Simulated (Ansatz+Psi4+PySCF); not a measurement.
# singlet CHN: levels of theory in one basis

```xyz
3

C     0.0000    0.0000   -0.7372
N     0.0000    0.0000    0.4321
H     0.0000    0.0000    1.4270
```

Basis set: cc-pVTZ (spherical functions). Frozen core: 2 orbitals. Charge 0, multiplicity 1.

Computed with Ansatz (development build ahead of 0.2.0) and Psi4 1.11; each method stands on the lowest determinant of its kind that the runs found.

```
     method  E − E(RHF) (eV)  <S²> of the determinant
        RHF             0.00                     0.00
    RHF-MP2            -9.05                        –
RHF-CCSD(T)            -9.77                        –
```

What does RHF-CCSD give on the same scale?

-9.30 eV.
